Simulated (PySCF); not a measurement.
## Electronic absorption of C2H3N2P

C2H3N2P.
Structure used (PBE0-D3(BJ)/def2-SVP), in Å, numbered top down from 1:
```xyz
8
C2H3N2P angstrom
C      0.9487    0.1644   -0.9740
N      0.7578    0.9447    0.0692
N     -0.2477    0.4568    0.7799
C     -0.8466   -0.6660    0.3430
P     -0.1271   -1.2366   -1.1232
H      1.7506    0.4323   -1.6659
H     -0.5087    0.9623    1.6200
H     -1.6747   -1.0772    0.9209
```

Computed with TDDFT CAM-B3LYP/def2-SVPD, vertical, gas phase, core orbitals frozen in the response in PySCF.

Problem. Predict the UV-vis stick spectrum at this level.

Solution. 

```csv
state,E (eV),E (hartree),f,|μ| (D),symmetry,"main configurations (H = HOMO, L = LUMO)"
S1,5.75,0.2114,0.110,2.24,A′,H→L (88%)
S2,5.93,0.2180,0.010,0.67,A″,H-1→L (93%)
S3,6.11,0.2244,0.019,0.90,A′,"H→L+2 (63%), H-2→L (26%)"
S4,6.38,0.2346,0.0002,0.09,–,"H-1→L+2 (48%), H→L+3 (29%)"
S5,6.47,0.2379,0.0013,0.23,–,"H→L+3 (48%), H-1→L+2 (35%)"
S6,6.65,0.2445,0.018,0.84,A″,H→L+1 (84%)
```

The lowest singlet lies at 5.75 eV (216 nm, ultraviolet) and is of moderate strength; its leading configuration is HOMO→LUMO (88%). The lowest level is also the most intense of those listed (f = 0.110). Löwdin shares by element: HOMO phosphorus 40%, carbon 35%, nitrogen 12% or more; LUMO carbon 38%, phosphorus 35%, nitrogen 17% or more. The oscillator strengths of these states sum to 0.158; summed over the whole spectrum of an exact calculation they would give the number of electrons, 44 (Thomas–Reiche–Kuhn). Of the 6 states listed, 4 reach f = 0.01 and 1 stays under 0.0005. Weighted by f, the mean energy of these states is 5.91 eV. Symmetry labels in Cs follow from the direction of the transition dipole and are given only for states with f of 0.002 or more. Only the lowest 6 singlets were computed, as vertical energies without vibronic structure.

Time: 11 s of wall time; peak memory 0.60 GiB. Hardware: Arm Neoverse V1, one thread, shared host.
